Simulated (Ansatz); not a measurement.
Two isomers of C3H7FO2: A = `COC(F)OC`, B = `CCC(O)(O)F`.

Computed with Ansatz on PBE0-D4/def2-TZVP structures; ΔE is electronic, products minus reactants. CCSD(T)/CBS is the MP2 limit (def2-TZVPP, def2-QZVPP) plus CCSD(T) − MP2 in def2-TZVPP, frozen cores. Functionals use def2-TZVPP. B3LYP here is the variant with VWN-RPA as its local correlation; programs differ in this. Each species was taken in one conformer, which may not be the lowest.

Which isomer does CCSD(T)/CBS put lower? Give the gap. (Estimate.)

Computed: B, by 120.6 kJ/mol.

Give E(B) − E(A) in kJ/mol with B3LYP, HF/def2-TZVPP, CCSD/def2-TZVPP, PBE0-D4, PBE-D4, MP2/def2-TZVPP, ωB97M-V. (Best estimate.)

The calculation gave: B3LYP -101.5, HF/def2-TZVPP -98.5, CCSD/def2-TZVPP -115.1, PBE0-D4 -115.9, PBE-D4 -110.6, MP2/def2-TZVPP -123.5, ωB97M-V -117.5. None reverses the order clearly.

Largest T1 diagnostic: 0.011.

In def2-TZVPP, CCSD(T) changes the Hartree–Fock value by −17.3 kJ/mol (the triples alone add −0.7 kJ/mol) and MP2 by −25.0 kJ/mol. From PBE to PBE0 (25 % exact exchange), in def2-TZVPP and without D4, E(B) − E(A) moves by −5.6 kJ/mol.
